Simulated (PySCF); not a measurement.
**Excitation energies in several basis sets**

Species: C₆H₈.
InChI=1S/C6H8/c1-2-6-4-3-5(1)6/h1-4H2

TDDFT with PBE0 (PySCF), vertical singlets, core orbitals frozen in the response, spherical d and f functions. Geometry: PBE0-D3(BJ)/def2-SVP; no solvent, vibrations or thermal averaging.

| basis | functions | diffuse | S1 (eV) | S2 (eV) | S3 (eV) | S4 (eV) | S5 (eV) | LUMO (eV) | α (au) |
| --- | --- | --- | --- | --- | --- | --- | --- | --- | --- |
| 6-31G* | 100 | no | 6.78 | 7.29 | 7.60 | 8.23 | 8.42 | 1.38 | 58.6 |
| def2-SVP | 124 | no | 6.74 | 7.22 | 7.29 | 8.03 | 8.03 | 1.11 | 60.8 |
| def2-SVPD | 184 | yes | 6.26 | 6.57 | 6.70 | 7.03 | 7.10 | 0.81 | 67.6 |
| def2-TZVP | 234 | no | 6.63 | 6.66 | 6.96 | 7.14 | 7.44 | 1.03 | 67.0 |

Compare the sets with the largest diffuse one.

States are compared by their number. Against the only diffuse basis here (def2-SVPD, itself not a converged limit), sets without diffuse functions differ by up to 0.52 eV in S1 and 1.31 eV in S5. S1 is led by HOMO-1→LUMO (88%) in 6-31G* and by HOMO→LUMO (99%) in def2-SVPD. S1 is led by HOMO-1→LUMO (87%) in def2-SVP and by HOMO→LUMO (99%) in def2-SVPD. Every set without diffuse functions puts S1 more than 0.3 eV higher, so even the lowest state needs them here. State by state, the largest deviation of a set without diffuse functions is S1 0.52, S2 0.72, S3 0.90, S4 1.19, S5 1.31 eV. The same number needn't mean the same state in each row. Against def2-SVPD the polarisability deviates by -13% in 6-31G*, -10% in def2-SVP, -1% in def2-TZVP.
